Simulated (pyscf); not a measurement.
Single points on ωB97X-D3(BJ)/def2-SVP structures (PySCF, gas phase).

### Question
Estimate the classical barrier height and the reaction energy of `[O]=[VH]([OH])[OH]` + `[OH2]` → `[O]=[V]([OH])([OH])[OH]` + `[H][H]` at ωB97M-D3(BJ)/def2-TZVP. The step runs on the singlet surface, breaks H–V, H–O and forms O–V, H–H; take the separated reactants as zero.

### Answer
ΔE‡ = 18.0 kcal/mol, ΔE = -20.5 kcal/mol. Zero-point energy shifts the barrier by -0.7 kcal/mol. It is a four-centre exchange, with an imaginary mode of 1287i cm⁻¹. On the reactant side the descent ends in a complex, 4.9 kcal/mol under the separated species and 20.9 kcal/mol under the saddle at ωB97X-D3(BJ)/def2-TZVP. At the saddle there is also a short H–V contact that neither side keeps. At ωB97X-D3(BJ)/def2-TZVP the barrier from the zero used here is 16.0 kcal/mol. One saddle was located; it need not be the lowest between these sides.
